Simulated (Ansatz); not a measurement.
Total energies of H3OPS, SMILES `OPS`.

```xyz
6

O     0.2137   -1.0766   -0.9749
P     0.6012   -0.1791    0.3510
S    -1.1008    1.0000    0.7684
H     0.6482   -0.7207   -1.7550
H     0.1932   -1.1712    1.2762
H    -0.5554    2.1476    0.3344
```

Total charge 0; spin multiplicity 1. Geometry: relaxed with PBE0-D4/def2-TZVP. It is one conformer, not always the lowest. Basis def2-TZVPP, Ansatz.

RPA on PBE orbitals: Hartree–Fock energy of these orbitals -814.92016 Eh, correlation -0.94902 Eh (frozen core).

```csv
functional,energy without D4 (Eh),D4 term (kJ/mol)
LC-ωPBE,-816.39808,–
ωB97X-V,-816.51747,–
```

Task: Give the same for LDA (SPW92), PBE, revPBE, BLYP, r2SCAN, B97M-V, PBE0, B3LYP, r2SCANh, r2SCAN0, HSE06 (plane-wave form), BHLYP, CAM-B3LYP, ωB97M-V, B2PLYP, PBE-QIDH. (Best estimate.)

Result: Ansatz gave: 
```csv
functional,energy without D4 (Eh),D4 term (kJ/mol)
LDA (SPW92),-813.47807,–
PBE,-816.25231,-11.4
revPBE,-816.50005,-35.0
BLYP,-816.64372,-25.6
r2SCAN,-816.56978,-2.5
B97M-V,-816.44611,–
PBE0,-816.31150,-9.5
B3LYP,-816.69880,-18.7
r2SCANh,-816.56053,-2.7
r2SCAN0,-816.54758,-3.0
HSE06 (plane-wave form),-816.29391,-8.8
BHLYP,-816.61550,-14.7
CAM-B3LYP,-816.65331,-9.6
ωB97M-V,-816.59126,–
B2PLYP,-816.35936,–
PBE-QIDH,-816.12820,–
```

B3LYP takes the VWN-RPA correlation (the form of Gaussian; ORCA's B3LYP/G). HSE06 is the plane-wave form, built on full-range PBE exchange. The double hybrids freeze the cores in their second-order part.

LC-ωPBE has ω = 0.4 bohr⁻¹.
